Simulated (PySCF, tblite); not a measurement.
# C4H6FN: dynamics, then NMR shifts and electronic excitations on frames, part 1 of 2

Aim: move C4H6FN (`N=C1CC(F)C1`) away from its starting geometry and see how NMR shifts and electronic excitations follow the geometry.

Programs: tblite 0.8.0 and PySCF 2.14.0, with density-fitted response routines of our own. Each step states its level of theory. These are calculated values for one molecule in the gas phase, unless marked as measured. Atoms are numbered from 0 throughout.

## 1. The starting structure

12 atoms, charge 0, multiplicity 1; geometry from: GFN2-xTB.

Bonds of the start (Å): N0–C1 1.25, C1–C2 1.50, C2–C3 1.54, C3–F4 1.37, C3–C5 1.54, C5–C1 1.52, N0–H6 1.02, C2–H7 1.09, C2–H8 1.09, C3–H9 1.09, C5–H10 1.09, C5–H11 1.09.

## 2. Thermal motion with GFN2-xTB

Job settings and geometry (Å):

```
{"job": {"kind": "md", "xc": "GFN2-xTB", "basis": "xTB", "temperature": 300, "steps": 2000, "every": 50, "frames": 5}, "charge": 0, "multiplicity": 1}
N      1.984948    -0.886083    -0.014909
C      0.849818    -0.373782     0.032743
C     -0.497255    -1.022340     0.191950
C     -1.138952     0.328171    -0.164196
F     -2.041517     0.791324     0.759943
C      0.237245     1.008937    -0.106223
H      2.758340    -0.240007    -0.156422
H     -0.700096    -1.320326     1.219418
H     -0.705480    -1.860706    -0.467539
H     -1.637481     0.367557    -1.136009
H      0.356403     1.614956     0.791076
H      0.535225     1.591614    -0.975857
```

Method: GFN2-xTB Langevin dynamics, gas phase.

Started as:

```console
$ OMP_NUM_THREADS=1 python probes_run.py task.json out
```

One launch serves the whole session: the jobs run in the order shown.

The log of the run:

```text
t/fs     T/K      E/eV
    0.0   261.5   -523.46854
   25.0   220.9   -523.27589
   50.0   368.5   -523.26040
   75.0   274.1   -523.21930
  100.0   294.9   -523.16511
  125.0   286.7   -523.23883
  150.0   247.4   -523.18571
  175.0   196.7   -523.13995
  200.0   356.9   -523.17677
  225.0   235.9   -523.12739
  250.0   266.6   -523.23661
  275.0   216.5   -523.13841
  300.0   290.3   -523.12315
  325.0   237.8   -522.99756
  350.0   319.1   -522.99993
  375.0   361.9   -523.17902
  400.0   276.5   -522.99218
  425.0   288.3   -523.02104
  450.0   396.9   -522.94254
  475.0   360.9   -522.94551
  500.0   336.0   -522.86519
  525.0   362.9   -522.93985
  550.0   335.4   -523.06175
  575.0   287.1   -522.99028
  600.0   341.3   -523.14747
  625.0   302.9   -523.03944
  650.0   289.5   -522.79336
  675.0   332.1   -522.85708
  700.0   302.2   -522.89579
  725.0   366.5   -522.90115
  750.0   335.8   -522.96067
  775.0   232.1   -522.98254
  800.0   224.0   -523.01931
  825.0   333.7   -523.12889
  850.0   378.3   -523.16294
  875.0   318.2   -522.95165
  900.0   348.2   -523.10752
  925.0   264.2   -522.94854
  950.0   222.4   -523.17313
  975.0   262.7   -523.23230
 1000.0   238.3   -523.17456
```

Run time: 7.8 s. Hardware: 1 thread of Intel Xeon Platinum 8375C at 2.90GHz, shared host; peak memory 0.18 GiB.

Distance from the start (root mean square after alignment): 0 fs 0.00 Å, 200 fs 0.14 Å, 400 fs 0.15 Å, 600 fs 0.13 Å, 800 fs 0.35 Å, 1000 fs 0.18 Å.

Positions (Å) and forces (eV/Å) at 1000 fs:

```xyz
12

N     1.290   -1.334    0.541    1.141   -1.502   -0.233
C     0.251   -0.683    0.576   -0.725    0.513    0.778
C    -0.434   -0.046    1.747    0.398    0.397    0.308
C    -1.688   -0.077    0.930   -2.116   -0.153    0.152
F    -2.338    1.127    0.975   -0.533    0.247   -0.202
C    -0.897   -0.329   -0.319    0.723    0.080   -0.759
H     1.419   -1.887   -0.311    0.376    0.405   -0.034
H    -0.091    0.969    1.927   -0.026    0.244   -0.139
H    -0.504   -0.505    2.700    0.383   -0.802    0.772
H    -2.486   -0.876    1.146    1.119    0.954   -0.043
H    -0.630    0.586   -0.851   -0.288    0.032   -0.055
H    -1.197   -1.086   -1.008   -0.451   -0.414   -0.544
```

## 3. Shielding tensors: 250 fs, PBE0/pcSseg-1

Job settings and geometry (Å):

```
{"job": {"kind": "nmr", "xc": "PBE0", "basis": "pcSseg-1", "pop": false}, "charge": 0, "multiplicity": 1}
N      1.441900    -0.742300    -0.071400
C      0.364800    -0.163800     0.071400
C     -0.700900    -0.523100     1.088500
C     -1.630500     0.540600     0.409800
F     -2.117300     1.559300     1.149200
C     -0.425500     1.024000    -0.432100
H      2.128700    -0.367600    -0.757900
H     -0.470900    -0.215300     2.117000
H     -1.131200    -1.490100     1.158100
H     -2.471900     0.173900    -0.094300
H     -0.080500     1.969900    -0.018600
H     -0.504200     1.113400    -1.536600
```

Method: GIAO PBE0/pcSseg-1 NMR shielding, non-relativistic, gas phase.

The log of the run:

```text
coarse grid: 10216 points
cycle   1  E = -310.0911367362  dE =  9.075e-01  |g| = 5.708e-01  |ddm| = 3.142e+00
cycle   2  E = -310.0306071246  dE =  6.053e-02  |g| = 8.275e-01  |ddm| = 1.205e+00
cycle   3  E = -310.1511974514  dE = -1.206e-01  |g| = 1.273e-01  |ddm| = 7.395e-01
cycle   4  E = -310.1546542848  dE = -3.457e-03  |g| = 4.324e-02  |ddm| = 1.227e-01
cycle   5  E = -310.1550368190  dE = -3.825e-04  |g| = 1.090e-02  |ddm| = 3.782e-02
cycle   6  E = -310.1550575629  dE = -2.074e-05  |g| = 3.253e-03  |ddm| = 1.020e-02
cycle   7  E = -310.1550595675  dE = -2.005e-06  |g| = 4.930e-04  |ddm| = 2.831e-03
final grid: 99664 points
cycle   8  E = -310.1963516599  dE = -3.271e-05  |g| = 7.575e-03  |ddm| = 2.452e-02
cycle   9  E = -310.1963451517  dE =  6.508e-06  |g| = 9.779e-03  |ddm| = 1.482e-02
cycle  10  E = -310.1963647870  dE = -1.964e-05  |g| = 1.059e-03  |ddm| = 7.777e-03
cycle  11  E = -310.1963649566  dE = -1.696e-07  |g| = 2.337e-04  |ddm| = 8.852e-04
cycle  12  E = -310.1963649627  dE = -6.034e-09  |g| = 1.472e-04  |ddm| = 2.774e-04
cycle  13  E = -310.1963649672  dE = -4.547e-09  |g| = 1.616e-05  |ddm| = 1.213e-04
cycle  14  E = -310.1963649673  dE = -4.945e-11  |g| = 4.324e-06  |ddm| = 1.720e-05
converged SCF energy = -310.1963649673

GIAO shielding tensors (ppm)
atom      isotropic    diamagn.    paramagn.     s11        s22        s33       span
  0 N      -74.660     322.574    -397.235   -376.036    -73.159    225.213    601.249
  1 C       17.350     249.333    -231.983    -88.759     10.932    129.879    218.638
  2 C      137.768     250.412    -112.644    111.963    140.423    160.918     48.955
  3 C      107.340     247.824    -140.484     62.214     87.500    172.307    110.094
  4 F      376.815     469.029     -92.215    362.358    373.779    394.306     31.948
  5 C      134.356     252.190    -117.834    107.354    140.677    155.037     47.683
  6 H       20.642      31.315     -10.674     13.616     23.702     24.607     10.992
  7 H       28.359      28.625      -0.266     25.874     27.268     31.937      6.063
  8 H       29.071      30.057      -0.986     25.670     27.846     33.697      8.026
  9 H       27.229      31.143      -3.914     23.431     26.427     31.827      8.396
 10 H       28.546      29.742      -1.196     25.960     27.859     31.819      5.859
 11 H       28.195      29.290      -1.094     24.976     27.081     32.529      7.553
```

It took 14 s on 1 thread of Intel Xeon Platinum 8375C at 2.90GHz, shared host; peak memory 0.61 GiB.

Shifts follow as δ = σ(reference) − σ, with reference shieldings (ppm) from runs at the same level and on the same kind of geometry: 1H TMS 31.72, 13C TMS 186.9, 19F CFCl3 170.9, 15N NH3 267.7. The references are single molecules in the gas phase, so shifts against H2O, NH3, PH3, H3PO4 or CFCl3 are not on the usual liquid scales and can be off by tens of ppm. Each atom is listed at this fixed geometry, with no averaging over motion; a spectrum would average atoms that exchange fast.

| atoms | environment | σ (ppm) | δ (ppm) |
| --- | --- | --- | --- |
| C1 | C=N carbon | 17.4 | 169.6 |
| C3 | sp3 CH bonded to F | 107.3 | 79.6 |
| C5 | sp3 CH2 in a ring | 134.4 | 52.6 |
| C2 | sp3 CH2 in a ring | 137.8 | 49.2 |
| H6 | hydrogen on an imine nitrogen | 20.64 | 11.08 |
| H9 | hydrogen on an sp3 CH bonded to F | 27.23 | 4.49 |
| H11 | hydrogen on an sp3 CH2 in a ring | 28.20 | 3.52 |
| H7 | hydrogen on an sp3 CH2 in a ring | 28.36 | 3.36 |
| H10 | hydrogen on an sp3 CH2 in a ring | 28.55 | 3.17 |
| H8 | hydrogen on an sp3 CH2 in a ring | 29.07 | 2.65 |
| N0 | imine nitrogen | -74.7 | 342.4 |
| F4 | fluorine on an sp3 carbon | 376.8 | -205.9 |

Ring of atoms C1, C2, C3, C5: NICS(0) 4.7, NICS(1) -1.5, NICS(1)zz 1.2 ppm (means of both faces).

The two faces differ (NICS(1)zz -1.3 and 3.8 ppm).

## 4. TDDFT and polarisability: 250 fs, PBE0/def2-SVPD

Settings changed since step 3:

```diff
@@ -1,2 +1,2 @@
-{"job": {"kind": "nmr", "xc": "PBE0", "basis": "pcSseg-1", "pop": false}, "charge": 0, "multiplicity": 1}
+{"job": {"kind": "uv", "xc": "PBE0", "basis": "def2-SVPD", "nstates": 5, "ntriplets": 0}, "charge": 0, "multiplicity": 1}
 N      1.441900    -0.742300    -0.071400
```

Level: TDDFT PBE0/def2-SVPD, vertical, gas phase, core orbitals frozen in the response.

The log of the run:

```text
coarse grid: 10216 points
cycle   1  E = -309.9216686329  dE =  8.530e-01  |g| = 5.319e-01  |ddm| = 5.415e+00
cycle   2  E = -309.8593334456  dE =  6.234e-02  |g| = 7.909e-01  |ddm| = 3.394e+00
cycle   3  E = -309.9778575584  dE = -1.185e-01  |g| = 1.182e-01  |ddm| = 2.490e+00
cycle   4  E = -309.9808985190  dE = -3.041e-03  |g| = 3.997e-02  |ddm| = 2.604e-01
cycle   5  E = -309.9812381504  dE = -3.396e-04  |g| = 1.036e-02  |ddm| = 9.641e-02
cycle   6  E = -309.9812570700  dE = -1.892e-05  |g| = 3.340e-03  |ddm| = 2.488e-02
cycle   7  E = -309.9812592835  dE = -2.214e-06  |g| = 4.784e-04  |ddm| = 9.828e-03
final grid: 99664 points
cycle   8  E = -310.0223452596  dE = -2.786e-05  |g| = 7.522e-03  |ddm| = 1.029e-01
cycle   9  E = -310.0223376979  dE =  7.562e-06  |g| = 9.871e-03  |ddm| = 4.091e-02
cycle  10  E = -310.0223584021  dE = -2.070e-05  |g| = 9.872e-04  |ddm| = 1.962e-02
cycle  11  E = -310.0223585715  dE = -1.694e-07  |g| = 1.783e-04  |ddm| = 2.172e-03
cycle  12  E = -310.0223585754  dE = -3.911e-09  |g| = 1.050e-04  |ddm| = 7.594e-04
cycle  13  E = -310.0223585777  dE = -2.340e-09  |g| = 2.176e-05  |ddm| = 2.941e-04
cycle  14  E = -310.0223585779  dE = -1.090e-10  |g| = 4.618e-06  |ddm| = 6.866e-05
converged SCF energy = -310.0223585779

Static polarisability (au): isotropic 54.008, principal 42.145 54.243 65.636

Singlet excitations
state   eV       nm        f      main configurations
  1   5.0387    246.1   0.00177   H->L 0.98
  2   6.9523    178.3   0.05063   H->L+1 0.82, H->L+2 0.15
  3   7.2533    170.9   0.00140   H-2->L 0.92
  4   7.3768    168.1   0.00278   H->L+2 0.78, H->L+1 0.17
  5   7.5919    163.3   0.04629   H-1->L 0.57, H-3->L 0.29
```

It took 19 s on 1 thread of Intel Xeon Platinum 8375C at 2.90GHz, shared host; peak memory 0.72 GiB.

The orbitals next to the gap, with their largest atomic shares:

| orbital | eV | atoms |
| --- | --- | --- |
| HOMO−3 | -9.75 | F4 34 %, C3 16 %, C1 11 % |
| HOMO−2 | -9.10 | F4 24 %, C3 22 %, C2 19 % |
| HOMO−1 | -8.94 | N0 38 %, C1 22 %, C2 9 % |
| HOMO | -7.34 | N0 55 %, C1 14 %, C5 10 % |
| LUMO | -0.39 | C1 31 %, N0 28 %, C5 9 % |
| LUMO+1 | 0.81 | C5 19 %, H11 13 %, C1 13 % |
| LUMO+2 | 1.15 | C3 16 %, H9 14 %, H6 13 % |

With each of the 5 states as a Gaussian band of 0.4 eV half-width at 1/e, the curve within the window shown has maxima at 246 nm (ε 72), 176 nm (ε 2,300), 166 nm (ε 2,200) L/(mol cm). Beyond the last state computed it falls off for lack of states. The curve at chosen wavelengths:

nm, ε (L/mol/cm) and a bar:
```
      157       1102 ##############
      162       2029 ##########################
      167       2239 #############################
      172       2261 #############################
      177       2316 ##############################
      181       2008 ##########################
      186       1231 ################
      191        535 #######
      196        172 ##
      201         43 #
      206          9 
      211          2 
      216          4 
      220          8 
      225         18 
      230         33 
      235         51 #
      240         65 #
      245         71 #
      250         69 #
      255         59 #
      259         48 #
      264         34 
      269         22 
      274         14 
      279          8
```

Ground-state properties from the same run:

| property | computed |
| --- | --- |
| dipole moment (D) | 1.52 |
| polarisability (Å³) | 8.00 |
| HOMO–LUMO gap (eV) | 6.96 |
| −ε(HOMO) (eV) | 7.34 |

## 5. Nuclear shieldings: 425 fs, PBE0/pcSseg-1

Job settings and geometry (Å):

```
{"job": {"kind": "nmr", "xc": "PBE0", "basis": "pcSseg-1", "pop": false}, "charge": 0, "multiplicity": 1}
N      1.476100    -0.464400     0.301000
C      0.236000    -0.241900     0.427100
C     -0.749300    -0.385200     1.582500
C     -1.810900     0.196600     0.656300
F     -2.337300     1.326600     1.199000
C     -0.763600     0.458100    -0.433900
H      1.978100    -0.534000    -0.572900
H     -0.539500     0.262200     2.421000
H     -0.782400    -1.406300     1.931300
H     -2.614000    -0.538700     0.294700
H     -0.647800     1.521500    -0.484400
H     -0.958400     0.167700    -1.490000
```

Level: GIAO PBE0/pcSseg-1 NMR shielding, non-relativistic, gas phase.

The log of the run:

```text
coarse grid: 10216 points
cycle   1  E = -310.0770677281  dE =  8.925e-01  |g| = 5.935e-01  |ddm| = 3.147e+00
cycle   2  E = -309.9939257162  dE =  8.314e-02  |g| = 9.034e-01  |ddm| = 1.194e+00
cycle   3  E = -310.1419735786  dE = -1.480e-01  |g| = 1.524e-01  |ddm| = 7.750e-01
cycle   4  E = -310.1471010941  dE = -5.128e-03  |g| = 4.555e-02  |ddm| = 1.419e-01
cycle   5  E = -310.1475069694  dE = -4.059e-04  |g| = 1.331e-02  |ddm| = 3.885e-02
cycle   6  E = -310.1475376659  dE = -3.070e-05  |g| = 3.452e-03  |ddm| = 1.145e-02
cycle   7  E = -310.1475399781  dE = -2.312e-06  |g| = 4.344e-04  |ddm| = 2.935e-03
final grid: 99664 points
cycle   8  E = -310.1878222838  dE = -3.073e-05  |g| = 6.935e-03  |ddm| = 2.642e-02
cycle   9  E = -310.1878177592  dE =  4.525e-06  |g| = 8.638e-03  |ddm| = 1.335e-02
cycle  10  E = -310.1878336929  dE = -1.593e-05  |g| = 9.734e-04  |ddm| = 6.866e-03
cycle  11  E = -310.1878338304  dE = -1.375e-07  |g| = 2.018e-04  |ddm| = 7.293e-04
cycle  12  E = -310.1878338340  dE = -3.655e-09  |g| = 1.365e-04  |ddm| = 2.201e-04
cycle  13  E = -310.1878338380  dE = -3.994e-09  |g| = 1.623e-05  |ddm| = 1.107e-04
cycle  14  E = -310.1878338381  dE = -5.457e-11  |g| = 3.807e-06  |ddm| = 1.895e-05
converged SCF energy = -310.1878338381

GIAO shielding tensors (ppm)
atom      isotropic    diamagn.    paramagn.     s11        s22        s33       span
  0 N     -121.315     323.755    -445.070   -525.614    -74.443    236.113    761.728
  1 C        4.088     249.922    -245.834   -106.004    -10.795    129.064    235.068
  2 C      135.668     252.583    -116.915    114.714    139.864    152.425     37.711
  3 C      104.328     250.734    -146.407     69.161     78.641    165.182     96.021
  4 F      362.589     469.508    -106.918    348.198    364.937    374.632     26.433
  5 C      136.632     251.753    -115.121    117.897    133.525    158.474     40.578
  6 H       17.952      33.465     -15.513      5.022     23.645     25.189     20.167
  7 H       28.381      29.182      -0.801     25.631     27.338     32.174      6.543
  8 H       28.620      29.181      -0.561     25.517     27.283     33.061      7.544
  9 H       25.478      27.670      -2.192     22.434     24.556     29.442      7.009
 10 H       29.116      30.887      -1.771     26.631     28.415     32.301      5.669
 11 H       28.247      30.006      -1.759     25.367     26.898     32.474      7.106
```

It took 14 s on 1 thread of Intel Xeon Platinum 8375C at 2.90GHz, shared host; peak memory 0.64 GiB.

In short: δ C1 182.8, C3 82.6, C2 51.3, C5 50.3, H6 13.76, H9 6.24 ppm.

## 6. Excited states and response: 425 fs, PBE0/def2-SVPD

Settings changed since step 5:

```diff
@@ -1,2 +1,2 @@
-{"job": {"kind": "nmr", "xc": "PBE0", "basis": "pcSseg-1", "pop": false}, "charge": 0, "multiplicity": 1}
+{"job": {"kind": "uv", "xc": "PBE0", "basis": "def2-SVPD", "nstates": 5, "ntriplets": 0}, "charge": 0, "multiplicity": 1}
 N      1.476100    -0.464400     0.301000
```

Method: TDDFT PBE0/def2-SVPD, vertical, gas phase, core orbitals frozen in the response.

The log of the run:

```text
coarse grid: 10216 points
cycle   1  E = -309.9094597773  dE =  8.365e-01  |g| = 5.552e-01  |ddm| = 5.497e+00
cycle   2  E = -309.8249911979  dE =  8.447e-02  |g| = 8.659e-01  |ddm| = 3.883e+00
cycle   3  E = -309.9703575611  dE = -1.454e-01  |g| = 1.421e-01  |ddm| = 2.886e+00
cycle   4  E = -309.9749211248  dE = -4.564e-03  |g| = 4.183e-02  |ddm| = 3.057e-01
cycle   5  E = -309.9752734958  dE = -3.524e-04  |g| = 1.288e-02  |ddm| = 1.086e-01
cycle   6  E = -309.9753030330  dE = -2.954e-05  |g| = 3.473e-03  |ddm| = 2.947e-02
cycle   7  E = -309.9753054874  dE = -2.454e-06  |g| = 4.530e-04  |ddm| = 1.043e-02
final grid: 99664 points
cycle   8  E = -310.0152905472  dE = -2.741e-05  |g| = 6.713e-03  |ddm| = 9.132e-02
cycle   9  E = -310.0152855646  dE =  4.983e-06  |g| = 8.464e-03  |ddm| = 4.136e-02
cycle  10  E = -310.0153015814  dE = -1.602e-05  |g| = 8.738e-04  |ddm| = 1.959e-02
cycle  11  E = -310.0153017086  dE = -1.272e-07  |g| = 1.601e-04  |ddm| = 1.317e-03
cycle  12  E = -310.0153017127  dE = -4.100e-09  |g| = 4.960e-05  |ddm| = 4.676e-04
cycle  13  E = -310.0153017130  dE = -3.049e-10  |g| = 3.365e-05  |ddm| = 2.108e-04
cycle  14  E = -310.0153017133  dE = -2.603e-10  |g| = 6.218e-06  |ddm| = 1.002e-04
converged SCF energy = -310.0153017133

Static polarisability (au): isotropic 54.864, principal 43.759 54.487 66.346

Singlet excitations
state   eV       nm        f      main configurations
  1   4.2830    289.5   0.00182   H->L 0.98
  2   6.5977    187.9   0.04463   H->L+1 0.81, H->L+2 0.17
  3   6.9859    177.5   0.00119   H->L+2 0.78, H->L+1 0.18
  4   7.0853    175.0   0.01718   H-2->L 0.62, H-1->L 0.33
  5   7.4072    167.4   0.04562   H->L+3 0.38, H-2->L 0.26, H-1->L 0.23
```

Run time: 21 s. Hardware: 1 thread of Intel Xeon Platinum 8375C at 2.90GHz, shared host; peak memory 0.72 GiB.

This run: HOMO -6.95 eV, LUMO -0.71 eV; lowest singlet 4.28 eV.

## 7. NMR shieldings: 625 fs, PBE0/pcSseg-1

Job settings and geometry (Å):

```
{"job": {"kind": "nmr", "xc": "PBE0", "basis": "pcSseg-1", "pop": false}, "charge": 0, "multiplicity": 1}
N      1.313000    -1.109700     0.855900
C      0.196900    -0.514700     0.721000
C     -0.880000    -0.295500     1.686400
C     -1.861000     0.231800     0.568200
F     -2.332300     1.544800     0.742500
C     -0.614600     0.036300    -0.431600
H      1.787200    -1.320200    -0.017400
H     -0.533800     0.326300     2.532200
H     -1.127100    -1.277600     2.044000
H     -2.727900    -0.409300     0.467600
H     -0.161100     0.978700    -0.701600
H     -0.832400    -0.583900    -1.285400
```

With the program's defaults for keys left out, this is: GIAO PBE0/pcSseg-1 NMR shielding, non-relativistic, gas phase.

The log of the run:

```text
coarse grid: 10216 points
cycle   1  E = -310.0762742596  dE =  7.746e-01  |g| = 6.002e-01  |ddm| = 3.131e+00
cycle   2  E = -309.9816969928  dE =  9.458e-02  |g| = 9.478e-01  |ddm| = 1.258e+00
cycle   3  E = -310.1444591887  dE = -1.628e-01  |g| = 1.334e-01  |ddm| = 7.955e-01
cycle   4  E = -310.1481984105  dE = -3.739e-03  |g| = 5.029e-02  |ddm| = 1.301e-01
cycle   5  E = -310.1487115033  dE = -5.131e-04  |g| = 1.487e-02  |ddm| = 4.490e-02
cycle   6  E = -310.1487531926  dE = -4.169e-05  |g| = 3.372e-03  |ddm| = 1.266e-02
cycle   7  E = -310.1487553045  dE = -2.112e-06  |g| = 7.655e-04  |ddm| = 2.875e-03
final grid: 99664 points
cycle   8  E = -310.1905379223  dE = -3.248e-05  |g| = 8.194e-03  |ddm| = 2.676e-02
cycle   9  E = -310.1905291577  dE =  8.765e-06  |g| = 1.101e-02  |ddm| = 1.531e-02
cycle  10  E = -310.1905528663  dE = -2.371e-05  |g| = 1.268e-03  |ddm| = 7.965e-03
cycle  11  E = -310.1905531209  dE = -2.546e-07  |g| = 2.570e-04  |ddm| = 1.047e-03
cycle  12  E = -310.1905531277  dE = -6.809e-09  |g| = 1.719e-04  |ddm| = 2.933e-04
cycle  13  E = -310.1905531340  dE = -6.296e-09  |g| = 2.103e-05  |ddm| = 1.401e-04
cycle  14  E = -310.1905531341  dE = -8.549e-11  |g| = 8.117e-06  |ddm| = 2.111e-05
converged SCF energy = -310.1905531341

GIAO shielding tensors (ppm)
atom      isotropic    diamagn.    paramagn.     s11        s22        s33       span
  0 N      -75.364     323.757    -399.121   -393.798    -62.308    230.013    623.811
  1 C        0.561     252.763    -252.202   -107.138    -29.974    138.796    245.933
  2 C      135.412     253.266    -117.854    107.209    144.151    154.876     47.667
  3 C       97.321     246.796    -149.475     47.772     72.555    171.637    123.865
  4 F      377.859     470.031     -92.172    359.419    375.871    398.288     38.869
  5 C      130.972     251.822    -120.850     96.584    142.542    153.789     57.205
  6 H       21.070      34.419     -13.349     12.280     25.194     25.735     13.454
  7 H       27.505      27.737      -0.233     24.399     26.498     31.617      7.218
  8 H       28.512      29.223      -0.711     24.828     28.300     32.409      7.581
  9 H       26.446      29.098      -2.652     22.765     25.788     30.785      8.020
 10 H       28.415      30.647      -2.232     25.326     28.293     31.626      6.300
 11 H       28.399      30.770      -2.371     24.808     27.871     32.518      7.710
```

It took 14 s on 1 thread of Intel Xeon Platinum 8375C at 2.90GHz, shared host; peak memory 0.64 GiB.

In short: δ C1 186.4, C3 89.6, C5 56.0, C2 51.5, H6 10.65, H9 5.27 ppm.

(Continued in part 2 of 2.)
